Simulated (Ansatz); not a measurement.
## CCSD(T) forces

AlH2S (SMILES [AlH2][S-]) (charge -1), closed shell, displaced at random from a GFN2-xTB minimum.

Al1  (-0.012, -0.024, 0.013)
S2  (1.361, -0.173, 1.500)
H3  (-1.132, -0.783, -0.128)
H4  (0.046, 1.230, -1.298)
(Å)

Program: Ansatz 0.2.0. Basis: def2-TZVPPD. Cores are frozen in the correlated methods. B3LYP uses VWN-RPA correlation.

CCSD(T) forces from the calculation:
```
atom      Fx      Fy  Fz (eV/Å)
 Al1   3.149   3.881     -1.384
  S2   1.092  -0.133      1.126
  H3  -4.167  -2.809     -0.632
  H4  -0.073  -0.939      0.890
```

Root-mean-square difference of the force components from those of CCSD(T): PBE0-D4 0.125; wB97M-V 0.134; r2SCAN-D4 0.094; PBE-D4 0.080; B3LYP-D4 0.095; r2SCANh-D4 0.118 eV/Å.

T1 diagnostic: at most 0.014.

For scale, one of the runs: CCSD(T)/def2-TZVPPD forces, 133 basis functions (an equivalent command: `ansatz run in.yaml --threads 4`). The run took 12 s on 4 CPU threads (shared host), with 1.1 GiB of host memory at its peak.
